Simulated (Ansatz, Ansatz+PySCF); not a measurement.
```yaml
atoms:
  - { symbol: P, position_ang: [0.2174, 0.0001, -0.1113] }
  - { symbol: H, position_ang: [0.2466, 1.0347, 0.8522] }
  - { symbol: H, position_ang: [0.2627, -1.0251, 0.8616] }
  - { symbol: H, position_ang: [-1.2664, -0.0109, -0.1506] }
  - { symbol: H, position_ang: [-2.5043, 0.0000, 0.1056] }
```

Basis set: cc-pVTZ on H; cc-pV(T+d)Z on P (spherical functions). Left uncorrelated: 5 orbitals. Charge 0, multiplicity 2.

Computed with Ansatz (development build ahead of 0.2.0); each method stands on the lowest determinant of its kind that the runs found.

(1) Give the atomization energy at this shape (free ground-state atoms in the same class of orbitals less the molecule, no zero-point energy) of doublet PH₄ by UHF-CCSD(T), UHF-MP2.

Results:

(1)

```tsv
method	atomization energy
UHF-CCSD(T)	231.42 kcal/mol
UHF-MP2	220.65 kcal/mol
```
